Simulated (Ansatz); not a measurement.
chloromethane (SMILES CCl) moved off its minimum; all values from Ansatz (a first-principles code), cores frozen in correlated methods.
(charge 0, multiplicity 1)
```xyz
5

C     -1.1692    -0.1057    -0.0001
Cl     0.5711     0.0447    -0.0594
H     -1.4711    -0.6935    -0.9061
H     -1.3798    -0.4211     0.8716
H     -1.5182     1.0002    -0.1886
```

Forces at r2SCAN/def2-TZVPP (eV/Å):

| atom | Fx | Fy | Fz |
|---|---|---|---|
| C1 | 0.606 | 4.619 | -7.836 |
| Cl2 | 1.389 | -0.117 | -0.021 |
| H3 | -0.038 | 0.241 | 1.274 |
| H4 | -2.086 | -2.517 | 5.990 |
| H5 | 0.128 | -2.226 | 0.593 |

Problem. Give the forces (eV/Å), the total energy and the dipole at CCSD(T)/aug-cc-pV(T+d)Z.

Solution. 
| atom | Fx | Fy | Fz |
|---|---|---|---|
| C1 | 0.567 | 4.653 | -7.857 |
| Cl2 | 1.453 | -0.105 | -0.038 |
| H3 | -0.036 | 0.216 | 1.274 |
| H4 | -2.121 | -2.554 | 6.029 |
| H5 | 0.138 | -2.210 | 0.594 |
Energy -499.5539 hartree, dipole 1.82 D.
